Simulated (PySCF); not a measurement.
**One shape, several levels: CH3LiS (SMILES [Li][S]C)**

Wanted: a comparison of 6 runs (HF/def2-SVP, PBE0/3-21G, B3LYP/6-31G*, PBE0/def2-SVP, B3LYP/6-31+G*, CCSD/6-31+G*) of CH3LiS. Input form: a Python script.

The results are computed with PySCF 2.14.0.

## (1) Starting point

CH3LiS has 6 atoms, charge 0, and is taken as a singlet. SMILES: `[Li][S]C`. The coordinates come from a PBE0-D4/def2-TZVP relaxation.

Bond lengths: Li1–S2 2.134 Å, S2–C3 1.823 Å, C3–H4 1.092 Å, C3–H5 1.091 Å, C3–H6 1.092 Å. Angles: Li1–S2–C3 108.6°, S2–C3–H4 112.0°, S2–C3–H5 108.5°, S2–C3–H6 111.8°, H4–C3–H5 107.8°, H4–C3–H6 108.8°, H5–C3–H6 107.8°.

## (2) Energy and gradient at HF/def2-SVP (run 1)

Contents of mol.xyz:

```xyz
6
CH3LiS
Li    -0.494400    -2.350700     1.017300
S     -1.086700    -0.738300    -0.248500
C      0.207600     0.544000    -0.201600
H      1.180800     0.155200    -0.507000
H     -0.067000     1.338000    -0.897700
H      0.301800     0.987700     0.791300
```

Contents of input.py:

```python
# [Li][S]C
from pyscf import gto

mol = gto.M(
    atom='mol.xyz',
    max_memory=1860,
    basis='def2-svp',
    verbose=4,
    spin=0,
)

mf = mol.RHF()
mf.conv_tol = 1e-10
mf.kernel()
if not mf.converged:
    mf = mf.newton().run(mf.mo_coeff, mf.mo_occ)

e_final = mf.e_tot
print('E = %.10f Eh' % e_final)
grad = mf.nuc_grad_method().kernel()
mf.analyze()
```

Command:

```console
$ OMP_NUM_THREADS=1 python input.py
```

Log:

```text
PySCF version 2.14.0

[... 78 lines left out ...]
Nuclear Repulsion Energy =              64.113171468815125
[... 7 lines left out ...]
MO #2   energy= -11.2143795207217  occ= 2
[... 5 lines left out ...]
MO #8   energy= -0.949661365431827 occ= 2
[... 5 lines left out ...]
MO #14  energy= -0.275424902497404 occ= 2
[... 5 lines left out ...]
MO #20  energy= 0.243083788250558  occ= 0
[... 5 lines left out ...]
MO #26  energy= 0.684928318444062  occ= 0
[... 5 lines left out ...]
MO #32  energy= 0.942866566650243  occ= 0
[... 5 lines left out ...]
MO #38  energy= 1.08017673471606   occ= 0
[... 5 lines left out ...]
MO #44  energy= 1.56259034128177   occ= 0
[... 5 lines left out ...]
MO #50  energy= 2.29368246333256   occ= 0
[... 5 lines left out ...]
MO #56  energy= 3.3065356537522    occ= 0
[... 26 lines left out ...]
pop of  1 S 3dz^2         0.00393
pop of  1 S 3dxz          0.00128
pop of  1 S 3dx2-y2       0.00109
pop of  2 C 1s            1.99996
pop of  2 C 2s            1.03359
pop of  2 C 3s            0.00299
pop of  2 C 2px           1.04940
pop of  2 C 2py           1.05905
pop of  2 C 2pz           1.10544
pop of  2 C 3px           0.00223
pop of  2 C 3py           0.00175
pop of  2 C 3pz           0.00267
pop of  2 C 3dxy          0.00268
pop of  2 C 3dyz          0.00211
pop of  2 C 3dz^2         0.00195
pop of  2 C 3dxz          0.00073
pop of  2 C 3dx2-y2       0.00134
pop of  3 H 1s            0.91675
pop of  3 H 2s            0.00691
pop of  3 H 2px           0.00130
pop of  3 H 2py           0.00031
pop of  3 H 2pz           0.00022
pop of  4 H 1s            0.90006
pop of  4 H 2s            0.00813
pop of  4 H 2px           0.00018
pop of  4 H 2py           0.00086
pop of  4 H 2pz           0.00074
pop of  5 H 1s            0.91483
pop of  5 H 2s            0.00705
pop of  5 H 2px           0.00005
pop of  5 H 2py           0.00036
pop of  5 H 2pz           0.00141
 ** Mulliken atomic charges  **
charge of    0Li =      0.74892
charge of    1S =     -0.72387
charge of    2C =     -0.26591
charge of    3H =      0.07452
charge of    4H =      0.09004
charge of    5H =      0.07630
Dipole moment(X, Y, Z, Debye):  2.51333, -4.76639,  4.19136
```

It took 5.2 s on 1 thread of Intel Xeon at 2.50GHz (Skylake/Cascade Lake), shared host; peak memory 0.13 GiB.

## (3) Energy and gradient at PBE0/3-21G (run 2)

Contents of calc.py:

```python
# [Li][S]C
import pyscf.grad
from pyscf import gto, dft

system = gto.M(
    atom='''
Li    -0.494400    -2.350700     1.017300
S     -1.086700    -0.738300    -0.248500
C      0.207600     0.544000    -0.201600
H      1.180800     0.155200    -0.507000
H     -0.067000     1.338000    -0.897700
H      0.301800     0.987700     0.791300
''',
    max_memory=1860,
    basis='3-21g',
    verbose=3,
)

mf = dft.RKS(system, xc='pbe0')
mf.conv_tol = 1e-10
mf.grids.level = 5
mf.kernel()
if not mf.converged:
    mf = mf.newton().run(mf.mo_coeff, mf.mo_occ)

energy = mf.e_tot
print(f'total energy: {energy:.8f} hartree')
grad = mf.Gradients().kernel()
mf.analyze()
```

Command:

```console
$ OMP_NUM_THREADS=1 python calc.py
```

Log:

```text
converged SCF energy = -443.201271630364
total energy: -443.20127163 hartree
--------------- RKS gradients ---------------
         x                y                z
0 Li    -0.0018597291     0.0080282306    -0.0056642304
1 S     0.0209711313     0.0124030628     0.0054514586
2 C    -0.0182759651    -0.0195810869     0.0002175810
3 H    -0.0015060660     0.0009544661     0.0007754875
4 H     0.0003622776    -0.0011743704     0.0009467213
5 H     0.0003060934    -0.0006338453    -0.0017203920
----------------------------------------------
**** MO energy ****
MO #1   energy= -88.3081278546555  occ= 2
MO #2   energy= -10.1616445408321  occ= 2
MO #3   energy= -7.85644231087601  occ= 2
MO #4   energy= -5.79939151262106  occ= 2
MO #5   energy= -5.79131515130129  occ= 2
MO #6   energy= -5.78966377185525  occ= 2
MO #7   energy= -2.02466945971136  occ= 2
MO #8   energy= -0.740612108182077 occ= 2
MO #9   energy= -0.580598341860363 occ= 2
MO #10  energy= -0.403198981627827 occ= 2
MO #11  energy= -0.402391759657951 occ= 2
MO #12  energy= -0.322746008420258 occ= 2
MO #13  energy= -0.204740218313331 occ= 2
MO #14  energy= -0.187483008789569 occ= 2
MO #15  energy= -0.0529363037630339 occ= 0
MO #16  energy= -0.00157592046731914 occ= 0
MO #17  energy= 0.0100968230553846 occ= 0
MO #18  energy= 0.0474136607048068 occ= 0
MO #19  energy= 0.107870254979222  occ= 0
MO #20  energy= 0.114219013568944  occ= 0
MO #21  energy= 0.120437732593431  occ= 0
MO #22  energy= 0.147669918632171  occ= 0
MO #23  energy= 0.219085639974321  occ= 0
MO #24  energy= 0.221823851028927  occ= 0
MO #25  energy= 0.246269383616112  occ= 0
MO #26  energy= 0.26558345867549   occ= 0
MO #27  energy= 0.619373650269139  occ= 0
MO #28  energy= 0.635936241065287  occ= 0
MO #29  energy= 0.651120272131841  occ= 0
MO #30  energy= 0.770177760705879  occ= 0
MO #31  energy= 0.804540737601269  occ= 0
MO #32  energy= 0.816956252561534  occ= 0
MO #33  energy= 0.847436976721549  occ= 0
MO #34  energy= 1.09612870294294   occ= 0
MO #35  energy= 1.10564153536353   occ= 0
MO #36  energy= 1.14066489054244   occ= 0
MO #37  energy= 1.77806573909288   occ= 0
 ** Mulliken atomic charges  **
charge of    0Li =      0.72413
charge of    1S =     -0.68843
charge of    2C =     -0.35869
charge of    3H =      0.10172
charge of    4H =      0.11776
charge of    5H =      0.10350
Dipole moment(X, Y, Z, Debye):  2.73244, -4.38360,  4.10517
```

Wall time 18 s (1 thread of Intel Xeon at 2.50GHz (Skylake/Cascade Lake), shared host); peak memory 0.42 GiB.

Runs 3 to 4 aren't shown in full; the table further down has their settings and results.

## (4) Energy and gradient at B3LYP/6-31+G(d) (spherical functions) (run 5)

Contents of input.py:

```python
from pyscf import gto, dft

mol = gto.Mole()
mol.atom = '''
Li      -0.494400      -2.350700       1.017300
S       -1.086700      -0.738300      -0.248500
C        0.207600       0.544000      -0.201600
H        1.180800       0.155200      -0.507000
H       -0.067000       1.338000      -0.897700
H        0.301800       0.987700       0.791300
'''
mol.verbose = 4
mol.basis = '6-31+g*'
mol.charge = 0
mol.max_memory = 1860
mol.build()

mf = dft.RKS(mol, xc='b3lyp')
mf.conv_tol = 1e-10
mf.grids.level = 5
mf.kernel()
if not mf.converged:
    mf = mf.newton().run(mf.mo_coeff, mf.mo_occ)

energy = mf.e_tot
print('Final energy', energy)
grad = mf.nuc_grad_method().kernel()
dip = mf.dip_moment()
pop, q = mf.mulliken_pop()
```

Command:

```console
$ OMP_NUM_THREADS=1 python input.py
```

Log:

```text
PySCF version 2.14.0

[... 74 lines left out ...]
converged SCF energy = -445.653025113055
Final energy -445.6530251130546
[... 13 lines left out ...]
Dipole moment(X, Y, Z, Debye):  2.60700, -4.46538,  4.07788
[... 32 lines left out ...]
pop of  1 S 4pz           0.56950
pop of  1 S 5px           0.03327
pop of  1 S 5py           0.00024
pop of  1 S 5pz           0.06301
pop of  1 S 3dxy          0.01563
pop of  1 S 3dyz          0.00357
pop of  1 S 3dz^2         0.00545
pop of  1 S 3dxz          0.00278
pop of  1 S 3dx2-y2       0.00486
pop of  2 C 1s            1.99680
pop of  2 C 2s            0.66786
pop of  2 C 3s            0.73797
pop of  2 C 4s            0.08997
pop of  2 C 2px           0.67994
pop of  2 C 2py           0.67635
pop of  2 C 2pz           0.72998
pop of  2 C 3px           0.35099
pop of  2 C 3py           0.35998
pop of  2 C 3pz           0.37201
pop of  2 C 4px           0.00420
pop of  2 C 4py           0.00601
pop of  2 C 4pz           0.01806
pop of  2 C 3dxy          0.00659
pop of  2 C 3dyz          0.01116
pop of  2 C 3dz^2         0.00656
pop of  2 C 3dxz          0.00377
pop of  2 C 3dx2-y2       0.00865
pop of  3 H 1s            0.53256
pop of  3 H 2s            0.26613
pop of  4 H 1s            0.52950
pop of  4 H 2s            0.25001
pop of  5 H 1s            0.53219
pop of  5 H 2s            0.26297
 ** Mulliken atomic charges  **
charge of    0Li =      0.28484
charge of    1S =     -0.18463
charge of    2C =     -0.72685
charge of    3H =      0.20131
charge of    4H =      0.22049
charge of    5H =      0.20484
```

Run time: 30 s. Hardware: 1 thread of Intel Xeon at 2.50GHz (Skylake/Cascade Lake), shared host; peak memory 0.64 GiB.

## (5) A single-point energy at CCSD/6-31+G(d) (spherical functions) (run 6)

Contents of input.py:

```python
# [Li][S]C
from pyscf import gto, cc

mol = gto.M(
    atom='''
Li  -0.494400  -2.350700   1.017300
S   -1.086700  -0.738300  -0.248500
C    0.207600   0.544000  -0.201600
H    1.180800   0.155200  -0.507000
H   -0.067000   1.338000  -0.897700
H    0.301800   0.987700   0.791300
''',
    charge=0,
    basis='6-31+g*',
    spin=0,
    max_memory=1860,
    verbose=4,
)

calc0 = mol.RHF()
calc0.conv_tol = 1e-10
calc0.kernel()
if not calc0.converged:
    calc0 = calc0.newton().run(calc0.mo_coeff, calc0.mo_occ)

mycc = cc.CCSD(calc0, frozen=6)
mycc.kernel()
e_tot = mycc.e_tot
print(f'total energy: {e_tot:.8f} hartree')
calc0.analyze()
```

Command:

```console
$ OMP_NUM_THREADS=1 python input.py
```

Log:

```text
PySCF version 2.14.0

[... 90 lines left out ...]
total energy: -444.89090321 hartree
[... 9 lines left out ...]
MO #1   energy= -91.8390752952349  occ= 2
[... 6 lines left out ...]
MO #8   energy= -0.965188568648971 occ= 2
[... 6 lines left out ...]
MO #15  energy= -0.0130598649768303 occ= 0
[... 6 lines left out ...]
MO #22  energy= 0.0978414248070507 occ= 0
[... 6 lines left out ...]
MO #29  energy= 0.218405430344243  occ= 0
[... 6 lines left out ...]
MO #36  energy= 0.375880486709391  occ= 0
[... 6 lines left out ...]
MO #43  energy= 0.713749858492123  occ= 0
[... 6 lines left out ...]
MO #50  energy= 0.990108200828138  occ= 0
[... 6 lines left out ...]
MO #57  energy= 1.42115991421176   occ= 0
[... 6 lines left out ...]
MO #64  energy= 2.64911241265748   occ= 0
[... 34 lines left out ...]
pop of  1 S 5px           0.00120
pop of  1 S 5py           0.00200
pop of  1 S 5pz           0.00180
pop of  1 S 3dxy          0.00929
pop of  1 S 3dyz          0.00207
pop of  1 S 3dz^2         0.00334
pop of  1 S 3dxz          0.00106
pop of  1 S 3dx2-y2       0.00100
pop of  2 C 1s            1.99998
pop of  2 C 2s            1.04951
pop of  2 C 3s            0.00209
pop of  2 C 4s            0.00243
pop of  2 C 2px           1.05540
pop of  2 C 2py           1.06571
pop of  2 C 2pz           1.11333
pop of  2 C 3px           0.00161
pop of  2 C 3py           0.00135
pop of  2 C 3pz           0.00194
pop of  2 C 4px           0.00059
pop of  2 C 4py           0.00024
pop of  2 C 4pz           0.00030
pop of  2 C 3dxy          0.00267
pop of  2 C 3dyz          0.00282
pop of  2 C 3dz^2         0.00235
pop of  2 C 3dxz          0.00089
pop of  2 C 3dx2-y2       0.00165
pop of  3 H 1s            0.91153
pop of  3 H 2s            0.00700
pop of  4 H 1s            0.89451
pop of  4 H 2s            0.00801
pop of  5 H 1s            0.90958
pop of  5 H 2s            0.00714
 ** Mulliken atomic charges  **
charge of    0Li =      0.77329
charge of    1S =     -0.73065
charge of    2C =     -0.30488
charge of    3H =      0.08147
charge of    4H =      0.09748
charge of    5H =      0.08329
Dipole moment(X, Y, Z, Debye):  2.81484, -4.79775,  4.39228
```

It took 9.3 s on 1 thread of Intel Xeon at 2.50GHz (Skylake/Cascade Lake), shared host; peak memory 0.21 GiB.

## (6) The series

| run | level | integration grid | Cartesian functions | energy (Eh) | dipole moment (D) of the reference | HOMO energy (eV) | LUMO energy (eV) | wall time |
| --- | --- | --- | --- | --- | --- | --- | --- | --- |
| 1 | HF/def2-SVP | – | no | -444.457483 | 6.83 | -7.49 | 0.04 | 5.2 s |
| 2 | PBE0/3-21G | 5 | no | -443.201272 | 6.60 | -5.10 | -1.44 | 18 s |
| 3 | B3LYP/6-31G* (Cartesian functions) | 5 | yes | -445.652754 | 6.29 | -4.82 | -1.52 | 28 s |
| 4 | PBE0/def2-SVP | 5 | no | -445.276400 | 6.37 | -4.88 | -1.24 | 26 s |
| 5 | B3LYP/6-31+G* (spherical functions) | 5 | no | -445.653025 | 6.59 | -4.96 | -1.60 | 30 s |
| 6 | CCSD/6-31+G* (spherical functions) | – | no | -444.890903 | 7.09 | -7.71 | -0.36 | 9.3 s |

## (7) Results

| quantity | value |
| --- | --- |
| run 6: total energy | -444.89090 Eh |
| run 6: dipole moment (Hartree–Fock density) | 7.09 D |
| run 6: HOMO energy (Hartree–Fock orbitals) | -7.71 eV |
| run 6: LUMO energy (Hartree–Fock orbitals) | -0.36 eV |
| run 6: HOMO–LUMO gap (Hartree–Fock orbitals) | 7.36 eV |
| run 6: correlation energy (6 core orbitals frozen) | -292.1 mEh |
| run 6: T1 diagnostic | 0.012 |

In words: Over runs 1, 2, 3, 4, 5 the dipole moment (its size) runs from 6.29 D (B3LYP/6-31G*) to 6.83 D (HF/def2-SVP). The two ends differ in method and basis. Over runs 1, 2, 3, 4, 5 the HOMO–LUMO gap runs from 3.30 eV (B3LYP/6-31G*) to 7.54 eV (HF/def2-SVP). Totals of different functionals can't be ranked against each other. All runs together took 1.9 min, the longest 30 s.
